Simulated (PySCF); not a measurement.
# Si₂⁻: mean field, correlation and small terms against distance

State: doublet, unpaired electrons π ↑. ROHF-based CCSD(T) in PySCF 2.14 with Si aug-cc-pV(D+d)Z and Si aug-cc-pV(T+d)Z (frozen core orbitals: 10; no relativity). Correlation energies are extrapolated as n⁻³ (n = 2, 3), Hartree–Fock as (n+1)·exp(−9√n). CV is the change on freezing 2 orbitals instead, in Si cc-pwCVTZ. SR is the spin-free X2C energy in Si cc-pVTZ-DK less the non-relativistic one in Si cc-pVTZ. All energies in eV from Si + Si⁻.

```csv
R (Å),HF/CBS,CCSD corr.,(T),CV,SR,total
1.9325,-1.332,-1.649,-0.2251,-0.0513,0.0052,-3.252
2.0204,-1.760,-1.670,-0.2426,-0.0342,0.0078,-3.699
2.1082,-1.945,-1.699,-0.2627,-0.0207,0.0093,-3.918
2.1961,-1.953,-1.736,-0.2854,-0.0102,0.0100,-3.974
2.2839,-1.832,-1.780,-0.3107,-0.0022,0.0101,-3.915
2.3937,-1.557,-1.844,-0.3456,0.0052,0.0097,-3.731
2.5035,-1.192,-1.917,-0.3840,0.0104,0.0088,-3.473
```

A fit to the total gives Re = 2.1895 Å, De = 3.975 eV, ωe = 544.5 cm⁻¹, Be = 0.2514 cm⁻¹ (masses 27.9769 and 27.9769 u).

At R = 2.1961 Å the CCSD correlation energy is -0.200997 hartree in the smaller basis and -0.230698 in the larger. Extrapolate it.

(3³·E3 − 2³·E2)/(3³ − 2³) = -0.24320 hartree; the larger basis holds 94.9 % of it.

The T1 diagnostic is 0.022. The state was picked by a PBE0 search and need not be the measured ground state. Spin–orbit coupling, excitations beyond (T) and corrections to the Born–Oppenheimer picture are left out.
